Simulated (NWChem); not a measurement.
System: C2H3, doublet; SMILES [CH]=C

Input file for NWChem:

```
start job
memory heap 200 mb stack 900 mb global 1100 mb
geometry units angstroms noautoz
  C     -0.109974    -0.713094     0.000000
  C     -0.009866     0.594197     0.000000
  H      0.552251    -1.579189     0.000000
  H      0.967903     1.102266     0.000000
  H     -0.893701     1.244697     0.000000
end
basis spherical
  * library 6-31+g*
end
dft
  odft
  mult 2
  xc xpbe96 cpbe96
  iterations 150
end
tddft
  cis
  nroots 6
end
task tddft energy
```

In the optimisation the excess spin sits in a' (Cs, its own frame). The geometry was optimised at PBE0/def2-SVP, spin-unrestricted. No stability test was run on the SCF state.

Vertical excitations in the gas phase. Excited states of an open shell can be spin-contaminated.

Problem. Predict the main results of this run. (PBE/6-31+G* (spherical d), spin-unrestricted, TDA.) Quantities: lowest excitation (eV); oscillator strength of that lowest state; lowest empty minus highest occupied level, either spin (eV).

Solution. The lowest excitation (eV) comes out as 3.40 and the oscillator strength of that lowest state comes out as 0.001. The lowest empty minus highest occupied level, either spin (eV) is 2.40.
